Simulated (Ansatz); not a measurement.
Isomers of C3H6N2O, relaxed with PBE0-D4/def2-TZVP in Ansatz; electronic energies, one conformer each and not always the lowest. Functionals use def2-TZVPP; CBS adds triple-zeta CCSD(T) − MP2 to the MP2 limit of def2-TZVPP and def2-QZVPP.

Q: Order them by energy at frozen-core CCSD(T)/CBS, lowest first. (An estimate is asked.)
A. `C=NC(=N)OC`
B. `C=N/C(O)=N\C`
C. `CN1CN=C1O`

A: B (0.0 kJ/mol), A (14.0 kJ/mol), C (37.9 kJ/mol).

Q: How do B3LYP-D4, PBE0-D4, ωB97M-V, MP2/CBS(def2) place them (kJ/mol, against `C=N/C(O)=N\C`)? (Estimate.)

A: Ansatz gave: 
```csv
isomer,B3LYP-D4,PBE0-D4,ωB97M-V,MP2/CBS(def2)
`C=NC(=N)OC`,14.0,18.0,12.6,18.0
`CN1CN=C1O`,50.0,23.5,31.9,26.9
```

B3LYP here is the variant with VWN-RPA as its local correlation; programs differ in this.
